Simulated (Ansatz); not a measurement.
## How far each method lies from RCCSDT(Q) for H2Si–B, doublet

Geometry: a point of a stretch scan, not a stationary point.

```json
{"atom": "Si", "x (Å)": "-0.0870", "y (Å)": "-0.0031", "z (Å)": "0.4933"}
{"atom": "B", "x (Å)": "0.0864", "y (Å)": "-0.0031", "z (Å)": "-1.4529"}
{"atom": "H", "x (Å)": "0.7077", "y (Å)": "-1.2099", "z (Å)": "0.8987"}
{"atom": "H", "x (Å)": "0.7899", "y (Å)": "1.3285", "z (Å)": "0.9406"}
```

Basis cc-pVDZ; Ansatz 0.2.0. Only valence electrons are correlated (noble-gas cores frozen), which leaves 9 electrons in 36 orbitals. Prefix R: restricted or restricted open-shell reference; prefix U: unrestricted. Active spaces: valence = (9e, 10o) chosen from the atoms' valence shells; pair = (3e, 3o) about the gap.

Full CI isn't at hand for all of this; RCCSDT(Q) serves as the reference, and is uncertain by about the last step of the cluster series. The frozen core follows each run's orbitals, which can shift R against U totals by a few meV.

Unrestricted rows (U) aren't spin-pure: their determinants' ⟨S²⟩ exceeds S(S+1) by up to 0.69, so they mix in states of higher spin. For open shells CISD is restricted-active-space CI with the open shells as a complete middle space.

```
UHF ⟨S²⟩                          : 1.436
T1 diagnostic (RCCSD)             : 0.0453
largest doubles amplitude (RCCSD) : 0.153
T1 diagnostic (UCCSD)             : 0.0846
```

Task: From what is known of these methods and the diagnostics, rank them by the size of their error in total energy against RCCSDT(Q) in cc-pVDZ, smallest first (an estimate: the text doesn't fix the numbers).
A. MRCISD (pair space)
B. RMP2
C. RCCSD(T)
D. RCCSDT
E. UHF

Result: D (1.7 kJ/mol), C (6.7 kJ/mol), A (55.8 kJ/mol), B (139.2 kJ/mol), E (505.5 kJ/mol).

All errors are against RCCSDT(Q) in cc-pVDZ. Within each family the higher level lies nearer, as is usual though not guaranteed.

Natural occupations of CASSCF (valence space) about the gap: 1.981 1.958 1.947 1.835 1.007 0.154 0.044 0.030 0.023 0.021; effectively unpaired electrons, Σ n²(2−n)², 1.21.
